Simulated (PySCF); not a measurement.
**SHOH: singlet, from a bent start**

Where does singlet SHOH go from a bent start, is the end point a minimum, and what are its modes, charges and moments?

Computed with PySCF 2.14.0. Level: PBE0, basis S def2-TZVP, H def2-TZVP, O def2-TZVP, no relativity, density fitting.

**1. The starting structure**

4 atoms, charge 0, spin multiplicity 1.

Bond lengths: S1–H2 1.350 Å, S1–O3 1.660 Å, O3–H4 0.960 Å. Angles: H2–S1–O3 110.0°, S1–O3–H4 130.0°.

Coordinates in bohr (charge 0 multiplicity 1):
```
S     0.0000    0.0000    0.0000
H     2.0898    0.0000    1.4632
O    -2.5696    0.0000    1.7992
H    -3.5249    1.3897    2.4682
```

**2. Finding the electronic state**

One driver script runs all steps and calls PySCF; scf.py shows how it sets up the SCF of each step. The optimiser is the driver's own. After this first run the driver tries any further starts and a stability analysis.

The input, scf.py:

```python
from pyscf import gto, scf, dft
mol = gto.M(atom='''
S      0.000000     0.000000     0.000000
H      1.105900     0.000000     0.774300
O     -1.359800     0.000000     0.952100
H     -1.865300     0.735400     1.306100''',
    basis={'S': 'def2-TZVP', 'H': 'def2-TZVP', 'O': 'def2-TZVP'},
    charge=0, spin=0)
mf = dft.RKS(mol, xc='PBE0')
mf.grids.atom_grid = (50, 194)
aux = {'S': 'def2-universal-JKFIT', 'H': 'def2-universal-JKFIT', 'O': 'def2-universal-JKFIT'}
mf = mf.density_fit(auxbasis=aux)
mf.conv_tol = 1e-08
mf.diis_space = 10
mf.max_cycle = 60
mf.init_guess = 'minao'
mf.verbose = 4
mf.kernel()
```

On the command line:

```bash
> OMP_NUM_THREADS=2 python axn.py task.json out
```

What it wrote:

```text
init E= -474.507681042654
  HOMO = -0.271321994274189  LUMO = -0.103863569660227  gap/eV = 4.55678
cycle= 1 E= -474.338405244221  delta_E= 0.169  |g|= 0.569  |ddm|= 1.52
  HOMO = -0.202369618541899  LUMO = 0.000449628983053894  gap/eV = 5.51899
cycle= 2 E= -474.232150772983  delta_E= 0.106  |g|= 0.937  |ddm|= 0.808
  HOMO = -0.245390402069347  LUMO = -0.033406299043321  gap/eV = 5.76838
cycle= 3 E= -474.394952989548  delta_E= -0.163  |g|= 0.0793  |ddm|= 0.537
  HOMO = -0.254808632345529  LUMO = -0.0344213353261864  gap/eV = 5.99704
cycle= 4 E= -474.396383888844  delta_E= -0.00143  |g|= 0.0192  |ddm|= 0.0773
  HOMO = -0.251782375928698  LUMO = -0.0320577653172691  gap/eV = 5.97901
cycle= 5 E= -474.396467902088  delta_E= -8.4e-05  |g|= 0.00378  |ddm|= 0.0201
  HOMO = -0.252257160250203  LUMO = -0.0323804574092534  gap/eV = 5.98315
cycle= 6 E= -474.39647030129  delta_E= -2.4e-06  |g|= 0.000847  |ddm|= 0.00353
  HOMO = -0.252171319484795  LUMO = -0.0323383259086114  gap/eV = 5.98196
cycle= 7 E= -474.396470483025  delta_E= -1.82e-07  |g|= 0.000148  |ddm|= 0.000805
  HOMO = -0.252182916283701  LUMO = -0.0323476774818019  gap/eV = 5.98202
cycle= 8 E= -474.396470488385  delta_E= -5.36e-09  |g|= 2.34e-05  |ddm|= 0.000131
  HOMO = -0.252184555621589  LUMO = -0.0323476949291575  gap/eV = 5.98207
Extra cycle  E= -474.396470488415  delta_E= -3.02e-11  |g|= 2.44e-05  |ddm|= 3.88e-05
converged SCF energy = -474.396470488415
```

This step, with its further starts and checks, needed 3.6 s of wall time on 2 threads of Arm Neoverse V2, shared host.

The starts that the driver tried:

```
                      start  energy (Eh)
    the minimal-basis guess  -474.396470
a thermally smeared density  -474.396470
      a smeared PBE density  -474.396470
```

The test of internal stability and the other starts found no lower closed-shell solution.

**3. Relaxing the singlet from the bent start**

The program finds C1 symmetry in the start. Threshold on the gradient: 0.0003 Eh/bohr, with a further test on the energy change.

Changes to scf.py since step 2:

```diff
@@ -3,4 +3,4 @@
-S      0.000000     0.000000     0.000000
-H      1.105900     0.000000     0.774300
-O     -1.359800     0.000000     0.952100
-H     -1.865300     0.735400     1.306100''',
+S      0.450461    -0.014828    -0.346629
+H      1.556361    -0.014828     0.427671
+O     -0.909339    -0.014828     0.605471
+H     -1.414839     0.720572     0.959471''',
@@ -16 +15,0 @@
-mf.init_guess = 'minao'
```

Energy and gradient, step by step:

```
step  energy (Eh)  change (kJ/mol)  largest gradient (Eh/bohr)
   0  -474.396470             0.00                     0.03591
   1  -474.410248           -36.17                     0.01720
   2  -474.411752           -40.12                     0.01723
   3  -474.412100           -41.03                     0.00969
   4  -474.412270           -41.48                     0.01713
   5  -474.412550           -42.22                     0.00212
   6  -474.412566           -42.26                     0.00038
   7  -474.412567           -42.26                     0.00003
```

The walk took 4.4 s.

After 7 steps and 42.3 kJ/mol it ends at C1: O–H 0.963 Å, S–H 1.350 Å, S–O 1.657 Å; H–O–S 107.5°, H–S–O 98.7°.

**4. Frequencies**

On the finer grid the gradient is checked again; gradients at displacements of ±0.02 bohr then give force constants and infrared intensities.

Changes to scf.py since step 3:

```diff
@@ -3,4 +3,4 @@
-S      0.450461    -0.014828    -0.346629
-H      1.556361    -0.014828     0.427671
-O     -0.909339    -0.014828     0.605471
-H     -1.414839     0.720572     0.959471''',
+S      0.419983     0.042322    -0.377387
+H      1.423219     0.035031     0.525868
+O     -0.856367    -0.133954     0.664089
+H     -1.155532     0.748311     0.906719''',
@@ -10 +10 @@
-mf.grids.atom_grid = (50, 194)
+mf.grids.atom_grid = (75, 302)
@@ -13 +13 @@
-mf.conv_tol = 1e-08
+mf.conv_tol = 1e-10
```

This SCF starts from the last density.

Log of the central SCF (cycles and frontier levels):

```text
init E= -474.412575104777
  HOMO = -0.259240471611569  LUMO = -0.0244288611894419  gap/eV = 6.38955
cycle= 1 E= -474.412575104779  delta_E= -1.71e-12  |g|= 7.79e-07  |ddm|= 1.4e-06
  HOMO = -0.259240554842997  LUMO = -0.0244289429637305  gap/eV = 6.38955
Extra cycle  E= -474.412575104778  delta_E= 7.96e-13  |g|= 7.93e-07  |ddm|= 1.3e-06
converged SCF energy = -474.412575104778
```

The whole step took 21 s.

Geometry: C1; O–H 0.963 Å, S–H 1.350 Å, S–O 1.657 Å; H–O–S 107.5°, H–S–O 98.7°.

Modes, for the most abundant isotopes:

| symmetry | ω (cm⁻¹) | IR (km/mol) |
| --- | --- | --- |
| a | 495 | 85.2 |
| a | 806 | 64.4 |
| a | 1032 | 2.4 |
| a | 1199 | 41.8 |
| a | 2639 | 14.2 |
| a | 3832 | 78.7 |

All wavenumbers are real: a minimum.

Properties at this point:

```yaml
Dipole_moment: 1.77 D
Highest_occupied_level: -7.05 eV
Lowest_empty_level: -0.66 eV
Rotational_constants: 6.738, 0.5162, 0.5017 cm⁻¹
Zero-point_energy: 59.8 kJ/mol
Principal_polarisabilities: 17.6, 21.4, 27.0 bohr³
Atomisation_energy_without_zero-point_energy: 1098 kJ/mol
Principal_traceless_quadrupole_moments_about_the_centre_of_mass: -4.67, 0.31, 4.36 D Å
Entropy_at_298.15_K_and_1_bar: 243.2 J/(mol K)
Heat_capacity_Cp_at_298.15_K: 43.5 J/(mol K)
Enthalpy_at_298.15_K_above_0_K: 10.84 kJ/mol
Rotational_symmetry_number: 1
```

Charges (e) and bond orders:

```tsv
atom	Mulliken	Löwdin	polar tensor	Mayer order to S1
S1	-0.06	0.13	0.26	–
H2	0.15	0.02	0.00	0.95
O3	-0.43	-0.29	-0.54	1.04
H4	0.33	0.15	0.27	0.02
```

Mulliken populations on S1: s 5.86, p 9.98, d 0.19, f 0.02.

**5. Would spin polarisation lower it?**

At the lowest minimum the closed shell is tested against spin polarisation, on the (50, 194) grid. It is stable.

**6. Outcome**

| quantity | value |
| --- | --- |
| minimum | singlet, C1 |
| geometry | O–H 0.963 Å, S–H 1.350 Å, S–O 1.657 Å; H–O–S 107.5°, H–S–O 98.7° |
| wavenumbers (cm⁻¹) | 495 (a), 806 (a), 1032 (a), 1199 (a), 2639 (a), 3832 (a) |
| dipole moment | 1.77 D |
| highest occupied, lowest empty level | -7.05, -0.66 eV |
| polar-tensor charge of S1 | +0.26 e |
| zero-point energy | 59.8 kJ/mol |
| entropy at 298.15 K | 243.2 J/(mol K) |
| atomisation energy (no zero-point energy) | 1098 kJ/mol |

What this shows: The bent start ends in a minimum without symmetry. In the infrared the band at 495 cm⁻¹ (a) leads. Only this shape and spin were tried, so other structures or states may lie lower.

The search up to here needed 30 s of wall time on 2 threads of Arm Neoverse V2, shared host.
